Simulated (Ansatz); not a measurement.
Two isomers of C3H5NO: A = `CC(=N)C=O`, B = `N=CC1CO1`.

Program: Ansatz. Geometries: PBE0-D4/def2-TZVP. ΔE: electronic, gas phase. CBS: MP2 limit from def2 TZ/QZ plus the TZ coupled-cluster correction, frozen cores. DFT in def2-TZVPP. B3LYP here is the variant with VWN-RPA as its local correlation; programs differ in this. One conformer a species, not always the lowest.

Problem. Which isomer does CCSD(T)/CBS put lower? Give the gap. (An estimate is asked.)

Solution. Ansatz gave: A, by 100.9 kJ/mol.

Problem. Give E(B) − E(A) in kJ/mol with B3LYP-D4, CCSD/def2-TZVPP, r2SCAN-D4, CCSD(T)/def2-SVP, PBE-D4, ωB97M-V, HF/def2-TZVPP. (Estimate.)

Solution. The calculation gave: B3LYP-D4 107.6, CCSD/def2-TZVPP 101.6, r2SCAN-D4 96.8, CCSD(T)/def2-SVP 120.3, PBE-D4 94.8, ωB97M-V 99.1, HF/def2-TZVPP 111.5. None reverses the order clearly.

Problem. Does the order hold for the free energy at 298.15 K (harmonic terms from PBE0-D4)? (Best estimate.)

Solution. Computed: Yes: G(B) − G(A) = +107.4 kJ/mol, for one conformer each.

Largest T1 diagnostic: 0.014.

From PBE to PBE0 (25 % exact exchange), in def2-TZVPP and without D4, E(B) − E(A) moves by −3.5 kJ/mol. At CCSD(T), def2-SVP lies +19.4 kJ/mol from the extrapolated value and def2-TZVPP +2.1 kJ/mol.
